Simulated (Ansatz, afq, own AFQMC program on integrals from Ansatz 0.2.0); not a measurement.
Two steps: Ansatz 0.2.0 writes the Fock matrix and Cholesky factors of the valence space, and afq projects on them the lowest state that overlaps trial and start.

```yaml
crystal:
  periodic: [false, false, false]
  atoms:
    - {symbol: Os, position_ang: [0.000000, 0.000000, 0.000000]}
basis:
  gaussian: {orbitals: def2-TZVPP}
magnetization: {spin_polarized: true, initial_magnetization: 4}
correlation: {method: ccsd_t, electrons: outside_noble_gas, hamiltonian_folder: ham}
```

```sh
$ ansatz run in.yaml --threads 1 --pin off --events-out ev --progress --plain --max-ram 16896MiB --backend cuda --devices 0, --max-vram 18GiB
```

afq runs on the folder ham with

```
--method phaseless --trial cisd --walkers 4000 --populations 20 --least-time 60 --time-step 0.005 --steps-per-block 50 --equilibration-blocks 28 --max-blocks 4000 --target-error 0.00017 --factor-cut 1e-05 --start spin_pure --seed 129 --release-times 0.24,0.5,1,1.5 --release-step 0.02 --release-every 3 --taylor-order 6
```

Times are imaginary, in 1/Eh. The walk had a cap of 240 s. With eight or more populations the least sampling time is a fifth of least-time, and the error comes from their spread. Core potentials past Kr, no spin–orbit coupling.

Output of the walk:

```
orbitals 52  electrons 6 2  factors 372 of 372
reference energy -89.83853471 Eh
CCSD correlation -0.17787006 Eh in 13 cycles, weight of the determinant in the CISD state 0.9146
energy of the start -90.015859 Eh
 block  time / (1/Eh)  mean weight  energy / Eh
     1     0.250  0.9999  -90.015832
     2     0.500  0.9997  -90.017693
     3     0.750  1.0000  -90.019371
     4     1.000  1.0001  -90.020583
     5     1.250  0.9998  -90.021275
    12     3.000  1.0000  -90.023935
    19     4.750  1.0002  -90.023428
    26     6.500  1.0002  -90.023669
    33     8.250  1.0000  -90.023813
    36     9.000  0.9997  -90.024172
    40    10.000  0.9997  -90.023399
    47    11.750  0.9997  -90.024042
    54    13.500  0.9996  -90.023745
    61    15.250  1.0001  -90.023027
    62    15.500  0.9997  -90.022530
    68    17.000  1.0002  -90.023134
    75    18.750  1.0004  -90.023346
    78    19.500  1.0000  -90.023121
error from the spread of 20 populations
released: time / (1/Eh)  energy / Eh  error  mean overlap
  0.24  -90.023621  0.000061  0.9965
  0.50  -90.023558  0.000095  0.9981
  1.00  -90.023863  0.000080  0.9952
  1.50  -90.023814  0.000104  0.9961
energy -90.023412 +/- 0.000092 Eh
(rows thinned)
```

The run passed its tests (sampling time, drift between the halves within three errors, error under three times the target), which doesn't prove that it has relaxed. The second half of the sampling lies above the first by 2.4 errors of their difference, so the energy may still be moving and its error bar be too small.

Against this walk (error 2.5 meV) on the same determinant: CCSD(T) 2.3 meV lower (within the noise), CCSDT(Q) 17.3 meV lower. The error is statistical and leaves out the bias of the constraint. Released to 1.50 1/Eh the energy lies 11 ± 4 meV (both errors) below the phaseless value, which shows part or all of the bias of the constraint, and CCSDT(Q) lies 6.3 meV below the released value.

Cautions: constraint bias not in the error; no spin-orbit coupling; outer-core shells of the metal frozen.

The walk took 49 s on 2 threads of a server CPU with a shared H100 80 GB, shared host (the card was shared). The log's last line is the phaseless energy.

CCSDT and higher add their correlation energy to the determinant of the CCSD(T) run, since their own runs factorise the integrals more tightly (a shift of under 2 meV). A walk keeps the symmetry of its determinant, which the program's search chose and which needn't be the lowest solution, so a lower state of the same spin and another symmetry isn't excluded.
